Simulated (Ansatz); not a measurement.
A nudged elastic band was laid between two geometries of BClH2 (4 atoms, charge 0, multiplicity 1).

The calculation used RHF/cc-pVDZ in Ansatz.

```json
{
  "movable images": "5",
  "climbing image": "yes",
  "spring": "5.0 eV/Å²",
  "optimiser": "quadratic models (default)",
  "start path": "straight line",
  "force threshold": "0.05 eV/Å",
  "iteration limit": "60",
  "end points": "relaxed"
}
```

Image 0:

```xyz
4
Properties=species:S:1:pos:R:3
B 0.349 0.000 0.066
Cl 0.731 0.000 1.786
H 1.253 0.000 -0.710
H -0.797 0.000 -0.255
```

Image 6:

```xyz
4
Properties=species:S:1:pos:R:3
B -0.653 0.000 -0.509
Cl 2.457 0.000 1.667
H 1.401 0.000 0.926
H -1.669 0.000 -1.197
```

What changes between the two ends?

Bonds broken: B1–Cl2, B1–H3. Bonds formed: Cl2–H3. BClH2 becomes BH + ClH.

Give the energies along the band, and the barrier.

The run converged. The highest image is number 3 of 0 to 6, 449.6 kJ/mol above the first end and 46.8 kJ/mol above the last; the last end lies 402.8 kJ/mol above the first. Neighbouring images differ by up to 2.5 eV, so the band resolves the path poorly. Another band between the same ends (5 images) ends at a top of the same energy, where a vibrational analysis finds 1 clearly imaginary mode. The orbitals stay closed-shell, which can raise the energy where a bond breaks towards radicals; this wasn't checked here.

```json
{"image": "0", "path coordinate (Å)": "0.00", "energy (kJ/mol)": "0.0", "B1–Cl2 (Å)": "1.76", "B1–H3 (Å)": "1.19", "Cl2–H3 (Å)": "2.55"}
{"image": "1", "path coordinate (Å)": "0.47", "energy (kJ/mol)": "95.5", "B1–Cl2 (Å)": "1.90", "B1–H3 (Å)": "1.15", "Cl2–H3 (Å)": "2.15"}
{"image": "2", "path coordinate (Å)": "0.94", "energy (kJ/mol)": "336.5", "B1–Cl2 (Å)": "2.30", "B1–H3 (Å)": "1.18", "Cl2–H3 (Å)": "1.86"}
{"image": "3", "path coordinate (Å)": "1.41", "energy (kJ/mol)": "449.6", "B1–Cl2 (Å)": "2.62", "B1–H3 (Å)": "1.47", "Cl2–H3 (Å)": "1.48"}
{"image": "4", "path coordinate (Å)": "2.13", "energy (kJ/mol)": "415.9", "B1–Cl2 (Å)": "3.25", "B1–H3 (Å)": "2.30", "Cl2–H3 (Å)": "1.29"}
{"image": "5", "path coordinate (Å)": "2.84", "energy (kJ/mol)": "407.7", "B1–Cl2 (Å)": "3.60", "B1–H3 (Å)": "2.44", "Cl2–H3 (Å)": "1.29"}
{"image": "6", "path coordinate (Å)": "3.55", "energy (kJ/mol)": "402.8", "B1–Cl2 (Å)": "3.80", "B1–H3 (Å)": "2.51", "Cl2–H3 (Å)": "1.29"}
```

What is the geometry of the highest image?


```xyz
4
Properties=species:S:1:pos:R:3:forces:R:3
B -0.168 0.000 -0.481 0.01 0.00 0.00
Cl 1.698 0.000 1.354 0.00 0.00 0.00
H 1.244 0.000 -0.055 0.00 0.00 0.00
H -1.238 0.000 0.069 0.00 0.00 0.00
```

The run took 19 s on 1 thread of Arm Neoverse V2 (shared host), peak memory 0.078 GiB.
